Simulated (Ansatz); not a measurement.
Input file:

```yaml
crystal:
  periodic: [false, false, false]
  atoms:
    - {symbol: Ge, position_ang: [0.000000, 0.000000, 0.000000]}
    - {symbol: Al, position_ang: [0.000000, 0.000000, 2.446378]}
basis:
  gaussian: {orbitals: cc-pVDZ, occupation: {up: {"A1": 12, "A2": 1, "B1": 5, "B2": 4}, down: {"A1": 12, "A2": 1, "B1": 5, "B2": 4}}}
total_charge: 1
correlation: {method: fci, electrons: outside_noble_gas}
```

```sh
$ ansatz run in.yaml --threads 1 --pin off --events-out ev --progress --plain --max-ram 2393MiB
```

Output:

```
848 factors; integrals over basis functions are off by at most 9.5e-8 eV
mean field evaluation 1: about -63045.7017 eV, gradient 8.0e0 eV
mean field evaluation 2: about -63046.0873 eV, gradient 4.2e-1 eV
mean field evaluation 4: about -63046.1424 eV, gradient 3.7e-3 eV
mean field evaluation 8: about -63046.1424 eV, gradient 7.8e-7 eV
mean field -63046.14241151 eV, -2316.9029994130 hartree, gradient 2.0e-6 eV, S^2 0.000000; 0 other end points of the search recorded, 0 dependent functions left out; unrestricted orbitals would lower it
mean field evaluation 16: about -63047.0096 eV, gradient 3.5e0 eV
unrestricted determinant -63047.65252040 eV, -2316.9584948909 hartree, S^2 1.0641
19 core orbitals not correlated: weight in the atoms' cores, before any rotation towards them, 1.000 or more for the frozen orbitals, at most 0.000 for the correlated occupied ones
reference -63046.14241151 eV, -2316.9029994130 hartree; 3, 3 occupied and 23, 23 virtual orbitals, 848 factors
state -63050.12328050 eV, -2317.0492936500 hartree
Total energy: -63050.12328050 eV, -2317.0492936500 hartree
```

Natural occupations: 1.9362 1.8338 0.9677 0.9264 0.1169 0.0675 0.0655 0.0178 0.0125 0.0078 0.0075 0.0072 0.0070 0.0045 0.0039 0.0038 0.0031 0.0028 0.0021 0.0020 0.0020 0.0010 0.0005 0.0005.

Ran on 1 thread of INTEL XEON PLATINUM 8581C, shared host: 5.5 s wall, 0.23 GiB peak host memory.
